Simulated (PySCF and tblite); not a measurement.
Results of a calculation; reference values are marked as such.
System: C5H8O, numbered as in [O:1]=[C:2]1[CH2:3][CH2:4][CH2:5][CH2:6]1.

For the inversion of the 5-membered ring (2–3–4–5–6): electronic barrier 2.93 kcal/mol, zero-point change -0.10 kcal/mol, thermal and entropy terms at 250 K a further 0.10 kcal/mol (symmetry numbers apart). The minimum is C2, the saddle Cs. The path came from a restrained scan, a climbing-image band and a saddle search at GFN2-xTB; energies are B3LYP/pcSseg-1 + D3(BJ)//PBE0-D3(BJ)/def2-SVP, thermal terms GFN2-xTB. Rates follow Eyring's equation with the number of equivalent paths and no tunnelling. Run with tblite and PySCF.

Task: How many equivalent paths lead out of the minimum?

Result: 2: the symmetry number of the minimum is 2, that of the saddle displaced along its mode 1.

Task: Work out the rate at 250 K.

Result: ΔG‡ = 2.93 kcal/mol; k_B T/h = 5.2×10¹² s⁻¹; exp(−ΔG‡/RT) = 0.0027; times 2 gives k = 2.8×10¹⁰ s⁻¹. Wigner's tunnelling factor for the 150i cm⁻¹ mode would be 1.03.
